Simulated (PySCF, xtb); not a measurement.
C2H6OS, SMILES CS(C)=O. Atoms are numbered in the order given.

```xyz
10

C     -0.1845     0.8011    -1.3551
S      0.4472    -0.2296     0.0000
C     -0.1845     0.8011     1.3551
O     -0.3871    -1.4768     0.0000
H      0.0510     0.2625    -2.2828
H      0.3021     1.7872    -1.3570
H     -1.2753     0.8875    -1.2458
H     -1.2753     0.8875     1.2458
H      0.0510     0.2625     2.2828
H      0.3021     1.7872     1.3570
```
Charge 0, spin multiplicity 1.

Geometry: PBE0-D3(BJ)/def2-SVP.

Method: IEF-PCM-ωB97X/def2-SVP (PySCF).

The values are the electrostatic part of the solvation free energy, E(continuum) − E(gas) at the gas-phase geometry, in a cavity of scaled van der Waals radii (PySCF's table); cavitation and dispersion terms are not included. In vacuum the orbital gap is 12.38 eV. The dipole moment in vacuum is 4.08 D.

```csv
solvent,ε,ΔG(elec) (kcal/mol),dipole (D),gap (eV)
water,78.36,-9.3,5.35,12.75
2-propanol,19.26,-8.7,5.27,12.72
1-octanol,9.86,-8.0,5.16,12.70
```

For comparison, GFN2-xTB/ALPB(water) (xtb, at the GFN2-xTB geometry, all terms of that model) gives -7.7 kcal/mol.
